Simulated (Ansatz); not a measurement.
**C3H6, singlet in 6-31G: errors against RCCSDT(Q)**

Geometry: MP2(full)/6-31G*, from the G2/97 set.

```csv
atom,x (Å),y (Å),z (Å)
C,0.0000,0.8670,0.0000
C,0.7508,-0.4335,0.0000
C,-0.7508,-0.4335,0.0000
H,0.0000,1.4558,0.9105
H,0.0000,1.4558,-0.9105
H,1.2607,-0.7279,-0.9105
H,1.2607,-0.7279,0.9105
H,-1.2607,-0.7279,0.9105
H,-1.2607,-0.7279,-0.9105
```

Basis 6-31G; Ansatz 0.2.0. Only valence electrons are correlated (noble-gas cores frozen), which leaves 18 electrons in 36 orbitals. R marks a restricted (for open shells ROHF) determinant. Active spaces: frontier = (8e, 8o) about the gap.

Full CI isn't at hand for all of this; RCCSDT(Q) serves as the reference, and is uncertain by about the last step of the cluster series.

The UHF ⟨S²⟩ is 0.000 and the T1 diagnostic (RCCSD) is 0.0050. The largest doubles amplitude (RCCSD) is 0.053.

```csv
level,E − E(RHF) (eV)
RMP2,-7.3571
RCCSD,-8.3192
RCCSD(T),-8.5114
```

(1) Estimate how far RCCSDT(Q) in 6-31G lies from RCCSD(T). The table doesn't fix it; the size of (T) and the diagnostics are the guide.

(1) RCCSDT(Q) in 6-31G lies 0.97 mEh below RCCSD(T), which is 14 % of the (T) step (-7.06 mEh). The diagnostics are small and one determinant leads, so the series closes fast and only a small part of (T) is left.

The other levels:

```tsv
level	E − E(RCCSDT(Q)) (mEh)	share of correlation (%)	wall time
CISD	37.75	87.97	1.7 s
BCCD(T)	0.98	99.69	0.67 s
RCCSDT	0.50	99.84	–
CASSCF (frontier space)	227.88	27.37	–
MRCISD (frontier space)	21.09	93.28	–
MRCISD+Q (frontier space)	3.14	99.00	13 s
```

The correlation energy at RCCSDT(Q), counted from RHF, is -8.538 eV. That run took 10 s on 1 thread of AMD EPYC 7R13, shared host.

Times hold each run's SCF and search for its determinant on a shared host, so for small cases they say little of a method's own cost; they ran on 1 thread of AMD EPYC 7R13.

Atomization energy (electronic, same basis, no zero-point term; atoms at the same level, unrestricted beside the R rows where the molecule is a closed shell, with restricted open-shell steps beyond CCSDT(Q)) at RCCSDT(Q): 3113.6 kJ/mol. Errors of other levels:

```csv
level,error (kJ/mol)
RHF,-528.8
RMP2,-3.1
CISD,-94.0
RCCSD,-17.3
RCCSD(T),-1.4
BCCD(T),-1.3
RCCSDT,-1.3
```

This basis is far from its limit, so the value isn't to be set against a measured one. Truncated CI isn't size-consistent, which counts against it in atomization.
